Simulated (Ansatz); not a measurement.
Basis-set extrapolation for `[CH3][Al][SH]` radical (PBE0-D4/def2-TZVP geometry, frozen core, the Gaussian-basis code of Ansatz). Multiplicity 2, UHF reference.

```tsv
	def2-TZVPP	def2-QZVPP
HF	-679.704493	-679.724549
MP2 correlation	-0.414433	-0.446316
CCSD(T) correlation	-0.472994	not run
```

Energies in hartree. Use E(X) = E(∞) + A·exp(−7.88·√X) for Hartree–Fock and E(X) = E(∞) + B·X^(−2.97) for correlation, with X = 3 and 4, and add CCSD(T) minus MP2 of the smaller set to the MP2 limit.

Task: What is the CCSD(T) energy at the basis-set limit?

Result: HF limit: -679.724549 + (-0.020056) × 0.13774 = -679.72731. MP2 limit: -0.446316 + (-0.031883) × 0.74074 = -0.46993. Higher-order term: -0.472994 − (-0.414433) = -0.05856. Total: -680.25580 hartree, 2.13 eV below CCSD(T)/def2-TZVPP.
